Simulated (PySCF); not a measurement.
Compound: C3H9P.
Numbering: `[CH3:1][P:2]([CH3:3])[CH3:4]` (hydrogens: H5, H6, H7 on C1; H8, H9, H10 on C3; H11, H12, H13 on C4)

Method used: PBE0-D3(BJ)/def2-SVP geometry optimisation, gas phase in PySCF 2.14.0.

**Question.** List the bond lengths and angles at this level.

**Answer.** 
```csv
bond,length (Å)
"C1–P2, P2–C3, P2–C4",1.850
C1–H5 and 8 like bonds,1.101
```

Bonds in one row agree within 0.01 Å and their mean is given. A selection of angles:
```csv
angle,degrees
P2–C1–H5,112.6
P2–C1–H6,109.5
H5–C1–H6,108.8
H6–C1–H7,107.5
C1–P2–C3,99.3
```

All 3 C–P bonds measure 1.850 Å. P2 (phosphine phosphorus) is pyramidal (angles 99.3°, 99.3° and 99.2°, sum 297.9°, 0.88 Å off the plane of its three neighbours).

Point group: C3v (every atom within 0.08 Å of its image). No frequency check.
